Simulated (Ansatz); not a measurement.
Chalcopyrite ZnSnAs2 was calculated with PBEsol+SOC (Ansatz, a program for electronic structure, plane waves, PAW).

Settings: plane-wave cutoff 520 eV, 8×8×8 k mesh, Fermi–Dirac smearing 0.01 eV, PAW data made under PBE.

A third-order Birch–Murnaghan fit to the energies gives V0 = 25.003 Å³/atom, B0 = 61.1 GPa, B′ = 4.7.

| V (Å³/atom) | P (GPa) |
|---|---|
| 24.004 | … |
| 24.504 | … |
| 25.004 | -0.002 |
| 25.504 | -1.154 |
| 26.004 | -2.187 |

Estimate the withheld pressures from this fit; the answers are the runs' own values.


- 24.004, P (GPa): 2.743
- 24.504, P (GPa): 1.291

The formula P = (3/2) B0 (x^(7/3) − x^(5/3)) [1 + (3/4)(B′ − 4)(x^(2/3) − 1)] with x = V0/V meets the computed pressures within 0.01 GPa when these rounded values are put in.

Shape and atoms are relaxed at each volume.

Note: the bulk modulus comes from volumes at which shape and atoms were relaxed.

The computed numbers hold no vibrational or temperature effects.
